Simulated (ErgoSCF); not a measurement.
# O2 (SMILES O=O): UHF/3-21G

We compute a single-point energy of O2. 

Program for the calculation: ErgoSCF 3.8.

## Step 1: The molecule

O2 has 2 atoms, charge 0, and is taken as a triplet. SMILES: `O=O`. The coordinates come from a GFN2-xTB relaxation.

Bond lengths: O1–O2 1.210 Å.

## Step 2: A single-point energy at UHF/3-21G

Input file ergo.in:

```
# O2, HF
set_nthreads(1)
molecule_inline
O    0.97685613  -0.31603780   0.50313958
O   -0.97685613   0.31603780  -0.50313958
EOF
scf.output_mulliken_pop = 1
tmpdir = "."
scf.use_diagonalization = 1
basis = "3-21G"
scf.max_number_of_iterations = 70
spin_polarization = 2
run "HF"
```

The basis set 3-21G is read from a file made from the Basis Set Exchange's data (not shown).

Run with:

```bash
ergo ergo.in
```

**Question.** What will come out? Wanted: total energy; dipole moment; ⟨S²⟩.

Computed results:

At UHF/3-21G:

| quantity | value |
| --- | --- |
| total energy | -148.76779 Eh |
| dipole moment | 0.00 D |
| ⟨S²⟩ | 2.019 |
